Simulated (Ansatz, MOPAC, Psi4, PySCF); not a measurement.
System: methylsilane, CH6Si, charge 0, multiplicity 1. SMILES: C[SiH3]
Geometry from a B3LYP-D3(BJ)/def2-TZVP (Ansatz, a first-principles code) optimisation:
```
Si
H 1 1.4834
H 1 1.4834 2 108.30
H 1 1.4834 2 108.30 3 -117.24
C 1 1.8761 2 110.62 4 -121.38
H 5 1.0915 1 110.87 2 60.00
H 5 1.0915 6 108.04 1 -121.68
H 5 1.0915 6 108.04 7 -116.65
```

Quantity: enthalpy of formation at 298 K, in kcal/mol. Conventions: spin-orbit terms left out; PM7 with its own dispersion and hydrogen-bond terms; non-relativistic; frozen cores in correlated levels; no dispersion term unless named; UHF or UKS for open shells; 6-311+G** with 5d, 6d on Na to Ar in Ansatz; 6-31G* and kin with 6d, 5d where marked. CBS marks a two-point X^-3 extrapolation of the correlation energy; Hartree-Fock from the larger set. The bracket is a focal-point correction in the basis named. Ab initio and DFT rows: single points at B3LYP-D3(BJ) geometries (Ansatz), with unscaled harmonic terms from B3LYP/6-31G* at its own minima, enthalpies of formation by atomisation with measured atoms. Semi-empirical rows: MOPAC heats of formation at their own minima for 298 K.

Measured values: G2/97 table in ASE (Curtiss et al.), the entry of CH6Si doubted and unchecked; they hold spin-orbit and core effects, anharmonicity. 

Value to compare with, the measured value: -7.0 kcal/mol.

```csv
level,program,enthalpy of formation at 298 K (kcal/mol),error
PM6,MOPAC,-10.9,-3.9
PM7,MOPAC,-5.9,1.1
SVWN5/6-31G*,Ansatz,-68.4,-61.4
PBE/STO-3G,Ansatz,-196.8,-189.8
PBE/def2-SVP,Ansatz,-0.1,6.9
BP86/def2-SVP,PySCF,-13.7,-6.7
BP86/6-31G* (5d),PySCF,-14.1,-7.1
B3LYP/6-31G*,Ansatz,-0.9,6.1
B3LYP/6-31+G*,Ansatz,1.0,8.0
B3LYP/6-31G**,Ansatz,-5.8,1.2
B3LYP/6-311+G**,Ansatz,0.4,7.4
M06-2X/6-31G* (5d),PySCF,-1.7,5.3
wB97X-D/6-311+G**,Psi4,-1.9,5.1
MP2/6-311+G**,Ansatz,29.1,36.1
B3LYP/def2-TZVPD,Ansatz,-3.9,3.1
"RI-MP2/CBS(def2-TZVPPD,def2-QZVPPD)+[CCSD(T)-MP2]/def2-TZVPPD",Ansatz,-8.1,-1.1
```

Among the 14 habitual levels, PBE/STO-3G lies farthest from the measured value (-189.8 kcal/mol); 9 of 14 lie above it, and their mean absolute error is 24.7 kcal/mol, the median 6.8. One case shows no general order.

The levels are drawn from those run, B3LYP/6-31G* more often than the rest, none by its result; runs whose electronic state is in doubt are left out.
